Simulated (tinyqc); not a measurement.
The basis set: RHF and MP2 along a ladder of basis sets, for CH4, spin multiplicity 1. Computed by the program tinyqc with PySCF. Same geometry throughout; the dipole is taken about the origin.

Geometry (angstrom):
```
atom,x,y,z
C,0.0000,0.0000,0.0000
H,0.6030,0.6030,0.6030
H,0.6030,-0.6030,-0.6030
H,-0.6030,0.6030,-0.6030
H,-0.6030,-0.6030,0.6030
```

RHF and frozen-core MP2 in a ladder of bases:
```
basis,functions,E(RHF) (hartree),E(MP2 corr) (hartree),HOMO (eV),LUMO (eV),dipole (debye)
sto-3g,9,-39.72150,-0.05153,-14.591,20.531,0.000
3-21g,17,-39.97247,-0.09645,-15.109,8.330,0.000
6-31g,17,-40.17636,-0.09545,-15.098,7.164,0.000
6-31g**,34,-40.19716,-0.16120,-15.105,7.187,0.000
cc-pvdz,34,-40.19233,-0.15914,-15.081,5.393,0.000
cc-pvtz,86,-40.20936,-0.19764,-15.143,3.977,0.000
```

Estimate the missing row, basis = aug-cc-pvdz.

Computed row:
```
basis        functions  E(RHF) (hartree)  E(MP2 corr) (hartree)  HOMO (eV)  LUMO (eV)  dipole (debye)
aug-cc-pvdz         59         -40.19369               -0.16586    -15.115      1.014           0.000
```

From cc-pVDZ to cc-pVTZ the RHF energy falls by 17.0 mhartree and the correlation energy by 38.5. If valence correlation converges as X^-3, (27 E(T) - 8 E(D))/19 gives -0.2139 hartree, a rough estimate from such small X that usually falls short; STO-3G holds about 24 % of it. Beyond STO-3G the LUMO moves by 7.3 eV and the HOMO by 0.1 eV; diffuse functions lower the positive LUMO sharply, since an unbound virtual level tracks the most diffuse function.
